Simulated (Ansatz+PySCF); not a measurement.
**singlet Li2: levels of theory in one basis**

```
atom   x (Å)   y (Å)    z (Å)
  Li  0.0000  0.0000  -2.7174
  Li  0.0000  0.0000   2.7174
```

Basis set: 6-31G (spherical functions). All electrons are correlated. Charge 0, multiplicity 1.

Computed with Ansatz (development build ahead of 0.2.0); each method stands on the lowest determinant of its kind that the runs found.

```
                            method  E − E(RHF) (eV)  <S²> of the determinant
                               RHF             0.00                     0.00
                               UHF            -1.26                     0.98
                           RHF-MP2            -0.69                        –
                           UHF-MP2            -1.29                     0.98
                          RHF-CCSD            -1.33                        –
                       RHF-CCSD(T)            -1.34                        –
                       UHF-CCSD(T)            -1.34                     0.98
full CI (lowest root of this spin)            -1.34                        –
```

At such a shape the full CI root can have another spatial symmetry than the determinants, so the rows needn't describe one state.

(1) Is a single determinant a sound starting point here?

## Answers

(1) It is doubtful. Unrestricted orbitals lower Hartree–Fock by 1.26 eV and <S²> is 0.98 where a pure state has 0.00, a sign of strong static correlation.

Caution for RHF, RHF-MP2, RHF-CCSD, RHF-CCSD(T): an unrestricted determinant lies well below. Caution for UHF, UHF-MP2, UHF-CCSD(T): the unrestricted determinant is a mixture of spin states; the determinant may break the point group. Caution for RHF-MP2, UHF-MP2, UHF-CCSD(T): large amplitudes, a single reference is doubtful. Caution for RHF-MP2: the program doubts this total. Caution for RHF-CCSD, RHF-CCSD(T): very large amplitudes, the method is breaking down; the amplitudes may be one of several solutions.
